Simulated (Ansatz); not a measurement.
Predict the output of the script below (Ansatz 0.2.0 through its Python package).

The script, `c4h5cls_energy.py`:
```python
import ansatz as az
from rdkit import Chem
from rdkit.Chem import AllChem

rd = Chem.AddHs(Chem.MolFromSmiles("C=C(Cl)CC=S"))
AllChem.EmbedMolecule(rd, randomSeed=850)
AllChem.UFFOptimizeMolecule(rd)
mol = az.Crystal.molecule()
for atom, xyz in zip(rd.GetAtoms(), rd.GetConformer().GetPositions()):
    mol = mol.atom(atom.GetSymbol(), xyz.round(5).tolist())

model = mol.calculation()
model = model.basis(gaussian="def2-SVP")
model = model.functional("B3LYP")
print(model.to_yaml())
outcome = model.run(threads=1, backend="cpu")
rep = outcome.report

print(f"E = {rep['free_energy_ev']:.6f} eV = {rep['free_energy_ev'] / 27.211386246:.7f} Ha")
print("converged:", rep["converged"], " doubts:", rep["published_state_doubts"] or "none")

field = rep["mean_field"]
print("<S^2> =", round(abs(field["state"]["spin_squared"]), 4), " all-electron relativity setting:", field["relativity"])
print("passes:", field["passes"])
if "symmetry" in field:
    print("occupied orbitals by irrep:", field["symmetry"]["occupied"])
```

```console
$ python c4h5cls_energy.py
crystal:
  periodic: [false, false, false]
  atoms:
    - { symbol: C, position_ang: [-1.67616, -0.16219, -0.09482] }
    - { symbol: C, position_ang: [-0.70406, 0.183, 0.7569] }
    - { symbol: Cl, position_ang: [-1.07249, 1.26209, 2.09689] }
    - { symbol: C, position_ang: [0.69592, -0.34611, 0.59432] }
    - { symbol: C, position_ang: [1.38102, 0.28996, -0.58415] }
    - { symbol: S, position_ang: [2.72179, -0.08468, -0.93667] }
    - { symbol: H, position_ang: [-2.68308, 0.22191, 0.03363] }
    - { symbol: H, position_ang: [-1.4751, -0.82978, -0.9274] }
    - { symbol: H, position_ang: [0.66021, -1.45096, 0.46782] }
    - { symbol: H, position_ang: [1.27892, -0.12599, 1.51514] }
    - { symbol: H, position_ang: [0.87302, 1.04275, -1.18009] }
basis:
  gaussian:
    orbitals: def2-SVP
hamiltonian:
  xc: b3lyp

E = -27575.355796 eV = -1013.3756343 Ha
converged: True  doubts: none
<S^2> = 0.0  all-electron relativity setting: none
passes: {'evaluations': 16, 'products': 14}
occupied orbitals by irrep: [{'A': 31}, {'A': 31}]
```

What to keep in mind:
- Total energies depend on the basis set; only differences at equal settings carry meaning.
- The geometry is a force-field or estimated start, not a minimum of this method, and the basis set is short of its limit.
- b3lyp holds the VWN-RPA fit, as in Gaussian; the form of ORCA and Turbomole is b3lyp5.
- Hardware and time: 6.6 s on 1 thread of Arm Neoverse V1, on a shared host, peak memory 0.37 GiB.
